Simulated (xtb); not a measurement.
hydrogen fluoride (FH), SMILES F. All values are semi-empirical tight-binding results from xtb (GFN2-xTB unless named), good for trends rather than for accurate numbers. The structure is a stationary point at GFN2-xTB.

Q: Estimate the properties. (Estimate from the structure and the level; the computed values follow.)

A: 
```yaml
point_group_as_xtb_finds_it: C∞v
orbital_gap: 16.51 eV
dipole_moment: 2.53 D
static polarisability (D4 model): 5.5 bohr³
solvation energy, GFN2-xTB/ALPB(water): -12.4 kcal/mol
solvation energy, GFN2-xTB/ALPB(acetonitrile): -4.3 kcal/mol
```

Q: Give the IR lines (harmonic; lines under 4 % of the strongest left out, lines within 3 cm⁻¹ merged). (Estimate from the structure and the level; the computed values follow.)

A: ν (cm⁻¹): 3760 (vs) (against the strongest line: vs over 80 %, s over 45 %, m over 15 %, w over 4 %, vw less)
